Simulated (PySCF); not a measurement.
Compound: NH3.
InChI=1S/H3N/h1H3

The calculation used PBE0-D3(BJ)/def2-SVP geometry optimisation, gas phase in PySCF.

Take the most abundant isotopes and a rigid rotor. 

Q: What are A, B and C (MHz)?

A: Ia = 1.73, Ib = 1.73, Ic = 2.65 u·Å²; 505379 MHz·u·Å²/I gives A = 291800, B = 291761, C = 190805 MHz.

Q: Classify the top.

A: An oblate symmetric top, as the point group C3v requires two equal moments; the computed ones differ by 0.01 % because the geometry is symmetric only within the optimiser's tolerance: κ = (2 × 291761 − 291800 − 190805)/(291800 − 190805) = 1.00.

Q: What does the inertial defect say?

A: Not planar: Δ = Ic − Ia − Ib = -0.82 u·Å². For a rigid frame Δ = −2 Σ m c², so Σ m c² = 0.41 u·Å² lies off the ab plane: 0.34 from hydrogen and 0.07 from heavier atoms. The atom farthest from that plane is 0.33 Å away.

Q: Give the other two planar moments, Paa and Pbb, and the rms extents of the mass along the axes.

A: Paa = Σ m a² = (Ib + Ic − Ia)/2 = 1.32 and Pbb = Σ m b² = (Ia + Ic − Ib)/2 = 1.32 u·Å². With the mass M = 17.03 u, the rms extents √(P/M) along a, b and c are 0.28, 0.28, 0.15 Å.

Q: Where do the R-branch lines fall?

A: The dipole of 1.79 D lies along the symmetry axis, so ΔK = 0 and J+1 ← J falls at 2B(J+1) for every K: 583.56 GHz, 1167.12 GHz, 1750.68 GHz, 2334.24 GHz, 2917.80 GHz for J = 0 to 4. Inversion tunnelling, which a rigid rotor lacks, splits the real lines of ammonia.

Q: Estimate the classical rotational partition function at 100 K.

A: Point group C3v, symmetry number σ = 3; q = (√π/σ)·√((kT/h)³/(ABC)), k/h = 20836.6 MHz/K: 13.9 at 100 K.

Not checked by PBE0-D3(BJ)/def2-SVP frequencies. No vibrational averaging or centrifugal distortion is included, and the geometry carries the error of its method.
